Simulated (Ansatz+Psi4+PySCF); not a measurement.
Values are calculated unless marked as measured or tabulated.
Input for Psi4 1.11:

```
molecule {
0 2
B 0.000000 0.000000 0.000000
S 0.501500 0.911400 -1.228900
}

basis {
assign B cc-pVTZ
assign S cc-pV(T+d)Z
}
set reference uhf
set scf_type pk
energy('scf')
```

The input is written out from the run's settings.

The run gave:

```
Converged                                                          : yes
Total energy                                                       : -422.19095 hartree
Spin squared of the determinant                                    : 0.853
Occupied orbitals by symmetry in an Abelian subgroup (alpha; beta) : 7 A1 2 B1 2 B2; 6 A1 2 B1 2 B2
```

Caution: the unrestricted determinant is spin contaminated.
